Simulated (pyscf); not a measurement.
Elementary routes open to HO–Si:–OH (SMILES O[Si]O) [singlet] + HF (SMILES F) in the gas phase (singlet surface):
A. H₂O (SMILES O) + HO–Si:–F (SMILES O[Si]F) [singlet] (O–Si, F–H broken; H–O, F–Si formed)
B. HO–SiH(OH)–F (SMILES O[SiH](O)F) (F–H broken; F–Si, H–Si formed)

Single points on ωB97X-D3(BJ)/def2-SVP structures (PySCF, gas phase). Correlated levels are frozen-core, on RHF or UHF. ΔMP2 is the change of the MP2 total energy from the triple- to the quadruple-zeta basis.

### Question
Rank the routes by free-energy barrier at 600 K, lowest first, for CCSD(T)/def2-TZVPP + ΔMP2(QZVPP) energies (ideal gas, 1 atm, RRHO with modes under 100 cm⁻¹ raised to 100, one conformer, R ln 2 for chiral ones without a mode under 150 cm⁻¹).

### Answer
A (27.4 kcal/mol), B (37.2 kcal/mol)

Route A is the fastest of these, ahead of the next by 9.8 kcal/mol. The most stable products are those of B (ΔG = -50.0 kcal/mol), whose barrier is 9.8 kcal/mol higher: the kinetic and the thermodynamic product differ. At 1200 K A is still the fastest. A: On the product side the descent ends in a bound adduct, 8.1 kcal/mol under the separated species and 22.0 kcal/mol under the saddle at ωB97X-D3(BJ)/def2-TZVP. Only these routes are compared; each barrier is that of the saddle found, and lower ones may exist. The CCSD(T) − MP2 part came from Ansatz, without density fitting, on the same reference.
